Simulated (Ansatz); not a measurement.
# Al₂H₂ (triplet): wave-function methods side by side, def2-TZVPP

An exercise on one series of results from a longer session: the logs are not shown, and one member is left open.

Program: Ansatz 0.2.0, Gaussian basis. Level of theory: def2-TZVPP, core rule «outside noble gas», up to 10 orbitals frozen. These are calculated values, not measurements.

To be run: UHF; ROHF; CCSD(T) on UHF.

2 further runs of the same task are left out: 2 set aside as unsound or not needed.

**The system**

The geometry is a PBE0/def2-TZVP stationary point (not a proven minimum).

4 atoms, charge 0, spin multiplicity 3.

Atoms are counted from 1 here; the program's logs count them from 0.

Bond lengths: Al1–Al2 2.545 Å, Al1–H3 1.589 Å, Al1–H4 1.589 Å. Angles: Al2–Al1–H3 116.8°, Al2–Al1–H4 116.8°, H3–Al1–H4 126.5°.

Geometry (Å):

```xyz
4
charge 0, multiplicity 3
Al    0.0000    0.0000   -1.2010
Al    0.0000    0.0000    1.3441
H     0.0000    1.4184   -1.9165
H     0.0000   -1.4184   -1.9165
```

The first run:

in.yaml

```yaml
crystal:
  periodic: [false, false, false]
  atoms:
    - {symbol: Al, position_ang: [0.000000, 0.000000, -1.200958]}
    - {symbol: Al, position_ang: [0.000000, 0.000000, 1.344142]}
    - {symbol: H, position_ang: [0.000000, 1.418400, -1.916458]}
    - {symbol: H, position_ang: [0.000000, -1.418400, -1.916458]}
basis:
  gaussian: {orbitals: def2-TZVPP}
magnetization: {spin_polarized: true, initial_magnetization: 2}
hamiltonian: {xc: hf}
output: {orbitals: {seedname: orbitals}}
```

Started as:

```console
$ ansatz run in.yaml --threads 1 --pin off --events-out ev --progress --plain --max-ram 4096MiB --backend cpu
```

Among the steps run: UHF; ROHF; CCSD(T) on UHF.

One table of the session follows, with a row left open; its other results are not shown here.

```
  method  from UCCSD(T) (meV)
    ROHF              +4400.5
     UHF              +4289.2
    UMP2                    ?
   UCCSD               +150.0
UCCSD(T)                    0
```

Estimate the missing values for UMP2.

**Answer.** from UCCSD(T) (meV): +1016.7. In the column «from UCCSD(T) (meV)» it lies between UCCSD (+150.0) and UHF (+4289.2).

With the free atoms at the same levels and basis (separate runs), the atomisation energy is 6.800 eV at UCCSD(T), 5.438 eV at ROHF.
